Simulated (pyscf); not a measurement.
Elementary routes open to :HSi–PH₂ [singlet] + H₂O in the gas phase (singlet surface):
A. HO–Si:–PH₂ [singlet] + H₂ (H–Si, H–O broken; O–Si, H–H formed)
B. HO–SiH=PH + H₂ (H–P, H–O broken; O–Si, H–H formed)
C. HO–SiH₂–PH₂ (H–O broken; O–Si, H–Si formed)

Optimised with ωB97X-D3(BJ)/def2-SVP in PySCF.

Question: Rank the routes by free-energy barrier at 1200 K, lowest first, for ωB97M-D3(BJ)/def2-TZVP energies (ideal gas, 1 atm, RRHO with modes under 100 cm⁻¹ raised to 100, one conformer, R ln 2 for chiral ones without a mode under 150 cm⁻¹).

Answer: A (213.4 kJ/mol), C (219.2 kJ/mol), B (281.6 kJ/mol)

Route A is the fastest of these, ahead of the next by 5.9 kJ/mol. The most stable products are those of C (ΔG = -101.7 kJ/mol), whose barrier is 5.9 kJ/mol higher: the kinetic and the thermodynamic product differ. At 298 K A is still the fastest. A: On the reactant side the descent ends in an adduct with a O–Si contact, 67.4 kJ/mol under the separated species and 99.4 kJ/mol under the saddle at ωB97X-D3(BJ)/def2-TZVP. B: On the reactant side the descent ends in an adduct with a O–Si contact, 63.5 kJ/mol under the separated species and 162.2 kJ/mol under the saddle at ωB97X-D3(BJ)/def2-TZVP. C: On the reactant side the descent ends in an adduct with a O–Si contact, 67.3 kJ/mol under the separated species and 107.9 kJ/mol under the saddle at ωB97X-D3(BJ)/def2-TZVP. Only these routes are compared; each barrier is that of the saddle found, and lower ones may exist.
